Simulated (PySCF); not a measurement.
**Fluorine: a sound run and one with changed settings**

Sound run: F [He] 2s2 2p5, F⁺ [He] 2s2 2p4. All numbers are calculated (PySCF 2.14, the non-relativistic Hamiltonian (point nucleus), in 6-31G*). In the sound run the correlated levels freeze 1s2. The sound run starts from symmetry-adapted Hartree-Fock orbitals and uses a fine grid where one is needed.

Changed run: basis STO-3G. This setting is unsound on purpose.

```csv
species,method,sound run (hartree),changed run (hartree),converged
F,UHF,-99.36341,-97.98651,yes
F,LDA,-99.04854,-97.58873,yes
F,MN15,-99.63003,-97.84561,yes
F,MP2,-99.48533,-97.98651,yes
F⁺,UHF,-98.78846,-97.52349,yes
F⁺,LDA,-98.40197,-97.07786,yes
F⁺,MN15,-98.99289,-97.33201,yes
F⁺,MP2,-98.86553,-97.52349,yes
```

Ionisation energy of F:

```json
{"method": "UHF", "sound run (eV)": "15.645", "changed run (eV)": "12.599"}
{"method": "LDA", "sound run (eV)": "17.594", "changed run (eV)": "13.901"}
{"method": "MN15", "sound run (eV)": "17.337", "changed run (eV)": "13.976"}
{"method": "MP2", "sound run (eV)": "16.866", "changed run (eV)": "12.599"}
{"method": "SCS-MP2", "sound run (eV)": "16.816", "changed run (eV)": "12.599"}
```

A minimal basis cannot let orbitals breathe on ionisation and holds almost no correlation.

For comparison, NIST gives 17.423 eV between the lowest levels.
